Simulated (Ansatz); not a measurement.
For rock-salt SnTe (cubic form, which distorts at low temperature), PBE-D4 (plane waves, PAW; Ansatz, a quantum-chemistry and plane-wave program) gives:

| Item | Value |
|---|---|
| lattice parameter a | 6.306 Å |
| enthalpy of formation | -0.288 eV/atom |

What does r²SCANh (plane waves, PAW; Ansatz) give for the same quantities?


- lattice constant a: 6.365 Å (rises by 0.9 %)
- formation enthalpy: -0.328 eV/atom (moves by -0.040 eV/atom)

For comparison: lattice constant a 6.316 Å (measured, room temperature, no zero-point or thermal correction; as tabulated in Maiti et al. (2022), arXiv:2109.01420); formation enthalpy -0.315 ± 0.004 eV/atom (measured, 298 K, copied from a table, unchecked, no zero-point or thermal correction; as tabulated in Wang et al. (2021), doi:10.1038/s41598-021-94550-5).

Changes are worked out from the printed values.

Unless a cell is named, each level is at its own relaxed cell (PBE-D4 31.34, r²SCANh 32.24 Å³/atom).

Levels without +SOC leave out spin–orbit coupling, which shifts energies and cells of such heavy elements.

Caveats: a distance lies near a switch of the dispersion term, which can move the cell (PBE-D4); symmetry holds this phase in the static calculation, where it need not be a minimum (PBE-D4, r²SCANh). Ansatz's density-functional and Hartree–Fock values are scalar-relativistic unless marked +SOC, with PAW data made under PBE.
